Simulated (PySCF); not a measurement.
Species: C5H7F.
Numbering: `[F:1][CH2:2][C@H:3]1[CH:4]=[CH:5][CH2:6]1` (hydrogens: H7, H8 on C2; H9 on C3; H10 on C4; H11 on C5; H12, H13 on C6)

Theory: TDDFT CAM-B3LYP/def2-SVPD, vertical, gas phase, core orbitals frozen in the response (PySCF). Geometry: GFN2-xTB, one conformer, isolated molecule. Torsions of this conformer, `[F:1][CH2:2][C@H:3]1[CH:4]=[CH:5][CH2:6]1`: F1–C2–C3–C4 -172°.

Kohn–Sham orbitals with the atoms that hold most of them (Löwdin shares over 4%, at most four atoms; ? is withheld):

```csv
orbital,ε (eV),atoms
HOMO-3,-11.15,"F1 24%, C2 17%, C3 16%, C6 10%"
HOMO-2,-10.69,"C3 20%, C6 19%, C4 18%, F1 10%"
HOMO-1,-10.43,?
HOMO,?,?
LUMO,1.21,"C5 33%, C4 31%, H10 8%, H11 6%"
LUMO+1,1.55,"C5 17%, C4 15%, C2 12%, C6 10%"
LUMO+2,1.95,"C4 18%, H10 15%, C6 12%, F1 9%"
```

Task: Which atoms hold the HOMO, and with what shares?

Result: C4 (bonded to 2 C and H) 34%; C5 (bonded to 2 C and H) 33%; C6 (bonded to 2 C and 2 H) 8%; C3 (bonded to 3 C and H) 8%.

Task: Give the leading atoms of the HOMO-1.

Result: C3 (bonded to 3 C and H) 19%; C6 (bonded to 2 C and 2 H) 17%; C2 (bonded to C, F and 2 H) 14%; C5 (bonded to 2 C and H) 13%.

Task: What is the HOMO energy, and the HOMO–LUMO gap?

Result: ε(HOMO) = -8.87 eV; the gap is 10.07 eV (0.3702 hartree).

Task: The HOMO–LUMO gap is 10.07 eV. Where does the response calculation put the lowest singlet, and from which orbitals?

Result: S1 is at 7.18 eV (f = 0.216), 2.89 eV below the gap, made of HOMO→LUMO (96%). Without the coupling terms of the response equations the lowest excitation would equal the gap.

Task: Give energy, strength and leading configuration of S1 and S2, and follow the Löwdin shares of the leading atoms from the occupied to the empty orbital.

Result: 
- S1 (7.18 eV, f 0.216), HOMO→LUMO (96%): C4 34% → 31%, C5 33% → 33%
- S2 (7.37 eV, f 0.025), HOMO→LUMO+1 (79%): C4 34% → 15%, C5 33% → 17%

Löwdin shares depend on the basis, the more so with diffuse functions.

Hardware: Arm Neoverse N1, one thread (shared host). Cost: 47 s of wall time, 0.76 GiB resident at most.
